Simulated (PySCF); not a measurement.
Molecular orbitals of PF

BHandHLYP at R = 1.598 Å; basis P def2-TZVPPD, F def2-TZVPPD; no relativity; PySCF 2.14. State: ³Σ⁻ (triplet), unpaired electrons π ↑↑. Only the outer orbitals are listed, counted within each symmetry.

```csv
spin,orbital,occ.,ε (eV),on P (%),main shells (%)
α,5σ,1,-37.88,10,89 F s
α,6σ,1,-19.97,57,"56 P s, 38 F p"
α,2π,1,-15.81,9,90 F p
α,2π,1,-15.81,9,90 F p
α,7σ,1,-14.48,59,"39 F p, 37 P s, 19 P p"
α,3π,1,-8.06,94,93 P p
α,3π,1,-8.06,94,93 P p
α,8σ,0,0.21,106,"82 P p, 14 P d, 9 F p"
β,5σ,1,-37.42,9,89 F s
β,6σ,1,-18.62,38,"57 F p, 34 P s"
β,2π,1,-14.93,7,93 F p
β,2π,1,-14.93,7,93 F p
β,7σ,1,-12.67,80,"61 P s, 20 F p, 19 P p"
β,3π,0,-1.70,91,89 P p
β,3π,0,-1.70,91,89 P p
```

Which are the highest filled and the lowest empty level, where do they sit, and how wide is the gap?

Highest filled α 3π at -8.06 eV (in %: 93 P p); lowest empty β 3π at -1.70 eV (in %: 89 P p); the gap at BHandHLYP is 6.36 eV. Both belong to one degenerate shell, split only by its one-sided filling, so this is no excitation gap.

The bond order (Mayer) is 0.94. The ⟨S²⟩ is 2.011. The charge on P (Mulliken, basis-dependent) is 0.25 and the charge on P (Löwdin, basis-dependent) is 0.60. The dipole moment (positive dipole means P(−)F(+)) is -0.96 D.

Shares are Mulliken populations and can fall outside 0 to 100 %.

The state is the lowest determinant that a PBE0 search found; another state may lie lower at other levels.
